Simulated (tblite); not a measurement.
Species: C₄H₇F.
Atom-mapped SMILES: `[CH3:1]/[CH:2]=[CH:3]/[CH2:4][F:5]` (hydrogens: H6, H7, H8 on C1; H9 on C2; H10 on C3; H11, H12 on C4)

Computed with GFN2-xTB (tblite), gas phase: Langevin dynamics at 300 K from the optimised GFN2-xTB geometry, time step 0.5 fs, friction 0.01 fs⁻¹, 2000 steps.

Start geometry:
```
atom  x, y, z in Å
C1     -1.948   -0.166   -0.043
C2     -0.514    0.010   -0.409
C3      0.488   -0.018    0.453
C4      1.930    0.157    0.094
F5      2.112    0.351   -1.253
H6     -2.064   -0.320    1.027
H7     -2.519    0.712   -0.340
H8     -2.365   -1.023   -0.571
H9     -0.311    0.170   -1.459
H10     0.321   -0.176    1.510
H11     2.514   -0.732    0.366
H12     2.356    1.034    0.599
```

The statistics below take the 31 frames saved every 25 fs from 250 to 1000 fs; their kinetic temperature (all 3N coordinates) averages 326 K.

Task: Give the mean, spread and extremes of the bond lengths.

Result: 
```json
{"bond": "C1–C2", "start (Å)": "1.490", "mean (Å)": "1.498", "standard deviation (Å)": "0.034", "shortest (Å)": "1.430", "longest (Å)": "1.578"}
{"bond": "C2=C3", "start (Å)": "1.322", "mean (Å)": "1.328", "standard deviation (Å)": "0.016", "shortest (Å)": "1.293", "longest (Å)": "1.349"}
{"bond": "C3–C4", "start (Å)": "1.496", "mean (Å)": "1.495", "standard deviation (Å)": "0.037", "shortest (Å)": "1.411", "longest (Å)": "1.589"}
{"bond": "C4–F5", "start (Å)": "1.373", "mean (Å)": "1.384", "standard deviation (Å)": "0.032", "shortest (Å)": "1.338", "longest (Å)": "1.457"}
{"bond": "C1–H6", "start (Å)": "1.087", "mean (Å)": "1.095", "standard deviation (Å)": "0.042", "shortest (Å)": "1.008", "longest (Å)": "1.177"}
{"bond": "C1–H7", "start (Å)": "1.089", "mean (Å)": "1.091", "standard deviation (Å)": "0.022", "shortest (Å)": "1.045", "longest (Å)": "1.131"}
{"bond": "C1–H8", "start (Å)": "1.089", "mean (Å)": "1.093", "standard deviation (Å)": "0.027", "shortest (Å)": "1.049", "longest (Å)": "1.143"}
{"bond": "C2–H9", "start (Å)": "1.082", "mean (Å)": "1.086", "standard deviation (Å)": "0.025", "shortest (Å)": "1.040", "longest (Å)": "1.130"}
{"bond": "C3–H10", "start (Å)": "1.082", "mean (Å)": "1.084", "standard deviation (Å)": "0.039", "shortest (Å)": "1.008", "longest (Å)": "1.161"}
{"bond": "C4–H11", "start (Å)": "1.098", "mean (Å)": "1.105", "standard deviation (Å)": "0.029", "shortest (Å)": "1.048", "longest (Å)": "1.171"}
{"bond": "C4–H12", "start (Å)": "1.098", "mean (Å)": "1.098", "standard deviation (Å)": "0.027", "shortest (Å)": "1.045", "longest (Å)": "1.161"}
```

Task: Give the same statistics for bond angles, one of each kind.

Result: 
| angle | start (°) | mean (°) | standard deviation (°) | smallest (°) | largest (°) |
| --- | --- | --- | --- | --- | --- |
| C2–C1–H6 | 111.2 | 110.8 | 4.6 | 101.5 | 120.8 |
| C2–C1–H7 | 110.0 | 110.5 | 3.8 | 105.0 | 121.2 |
| H6–C1–H7 | 109.0 | 108.6 | 4.2 | 101.4 | 117.4 |
| H7–C1–H8 | 107.5 | 108.8 | 4.9 | 98.0 | 122.2 |
| C1–C2–C3 | 124.6 | 124.9 | 4.8 | 114.4 | 133.8 |
| C1–C2–H9 | 115.9 | 113.5 | 3.4 | 107.0 | 120.5 |
| C3–C2–H9 | 119.5 | 121.0 | 3.4 | 114.7 | 129.4 |
| C2–C3–C4 | 124.9 | 123.2 | 3.7 | 116.2 | 132.0 |
| C2–C3–H10 | 121.5 | 120.5 | 3.4 | 113.8 | 130.4 |
| C4–C3–H10 | 113.6 | 115.8 | 2.9 | 109.3 | 122.5 |
| C3–C4–F5 | 112.3 | 111.0 | 3.1 | 103.1 | 117.2 |
| C3–C4–H11 | 111.0 | 112.6 | 4.7 | 106.4 | 126.8 |
| F5–C4–H11 | 106.7 | 106.6 | 3.6 | 100.4 | 113.3 |
| H11–C4–H12 | 109.0 | 108.0 | 4.3 | 99.3 | 116.9 |

Task: How far does each atom move about its mean position (frames aligned on the start, all atoms weighted alike), and what rms force does it feel?

Result: 
```csv
atom,rms displacement (Å),rms force (eV/Å)
C1,0.08,2.08
C2,0.34,1.76
C3,0.34,2.09
C4,0.07,1.77
F5,1.14,1.04
H6,0.38,1.41
H7,0.43,0.85
H8,0.39,0.93
H9,1.13,0.87
H10,1.14,1.28
H11,1.01,0.98
H12,1.03,0.96
```

The displacements run from 0.07 to 1.14 Å.

Task: Follow the torsion C2–C3–C4–F5 through every second one of these frames.

Result: 
```
t (fs)  C2–C3–C4–F5 (°)
   250               25
   300                1
   350              -53
   400              -79
   450              -86
   500             -120
   550             -156
   600              177
   650              163
   700              163
   750              150
   800              154
   850              153
   900              151
   950              143
  1000              124
```

Largest departure from the start value over all these frames: C2–C3–C4–F5 177° (start 0°).

Task: How widely does the potential energy scatter, against a harmonic estimate?

Result: Mean 0.41 eV above the start, standard deviation 0.127 eV, range 0.21 to 0.72 eV. For 30 classical harmonic modes at 300 K the canonical values are 30kT/2 = 0.39 eV and kT·√(30/2) = 0.100 eV.

The run is classical and short, so these are rough statistics of one trajectory.

The cost below is that of the whole dynamics run. Hardware: one thread, Intel Xeon at 2.50 GHz (x86_64), on a shared host. Cost: 17 s wall, 0.18 GiB resident at most.
